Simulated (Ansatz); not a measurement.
**LiC− (triplet): B3LYP, wB97M-V over a scan of the distance C1–Li2, 6-31++G****

How well do these functionals follow the top wave-function level for LiC− (triplet) over a scan of the distance C1–Li2?

Computed with Ansatz 0.2.0, Gaussian basis. Level: 6-31++G**, all electrons in the functionals.

Plan: B3LYP, wB97M-V, at 1.648 Å; 1.817 Å; 2.011 Å; 2.177 Å; 2.407 Å; 2.774 Å; 3.153 Å; 3.652 Å; 4.437 Å; 5.439 Å; 6.944 Å.

48 further runs of the same task are left out: 34 for a known fault of the program, 12 that didn't finish, 2 set aside as unsound or not needed.

## 1. The system

The geometry derives from a PBE0/def2-TZVPD stationary point (not a proven minimum). One bond is set to the value named and the two fragments are kept rigid.

2 atoms, charge -1, spin multiplicity 3.

Atoms are counted from 1 here; the program's logs count them from 0.

Bond lengths: C1–Li2 2.011 Å.

No dispersion term is added; wB97M-V holds VV10 nonlocal correlation. B3LYP takes the VWN-RPA correlation.

The geometry shown and the zero of energy belong to the point 2.011 Å. The yardstick, FCI, and other wave-function levels (R restricted, U unrestricted, valence and pair active spaces) come from earlier runs.

## 2. B3LYP, 1.648 Å

The input, in.yaml:

```yaml
crystal:
  periodic: [false, false, false]
  atoms:
    - {symbol: C, position_ang: [0.000000, 0.000000, 0.000000]}
    - {symbol: Li, position_ang: [0.000000, 0.000000, 1.648000]}
basis:
  gaussian: {orbitals: "6-31++G**"}
total_charge: -1
magnetization: {spin_polarized: true, initial_magnetization: 2}
hamiltonian: {xc: {name: B3LYP}}
```

Launch:

```console
$ ansatz run in.yaml --threads 1 --pin off --events-out ev --progress --plain --max-ram 2393MiB
```

Further steps of the session: B3LYP, 1.817 Å; B3LYP, 2.011 Å; B3LYP, 2.177 Å; B3LYP, 2.407 Å; B3LYP, 2.774 Å; B3LYP, 3.153 Å; B3LYP, 3.652 Å; B3LYP, 4.437 Å; B3LYP, 5.439 Å; B3LYP, 6.944 Å; wB97M-V, 1.648 Å; wB97M-V, 1.817 Å; wB97M-V, 2.011 Å; wB97M-V, 2.177 Å; wB97M-V, 2.407 Å; wB97M-V, 2.774 Å; wB97M-V, 3.153 Å; wB97M-V, 3.652 Å; wB97M-V, 4.437 Å; wB97M-V, 5.439 Å; wB97M-V, 6.944 Å.

Before running them: what should the planned runs give, taken together? Wanted: span of the FCI curve; largest miss, B3LYP; largest miss, wB97M-V.

**Answer**, as computed:

| quantity | value |
| --- | --- |
| span of the FCI curve | 1.793 eV |
| largest miss, B3LYP | -0.339 eV (6.944 Å) |
| largest miss, wB97M-V | -0.145 eV (6.944 Å) |

Of the functionals, wB97M-V keep the smallest largest miss at the points compared (at most 0.145 eV) and B3LYP strays most (0.339 eV, at 6.944 Å). B3LYP, wB97M-V clearly break the spin symmetry at some points (⟨S²⟩ up to 1.00 above the pure value), so energy there is bought with a mixed spin. Functionals and the yardstick converge differently with the basis, so part of each miss in 6-31++G** is the basis.
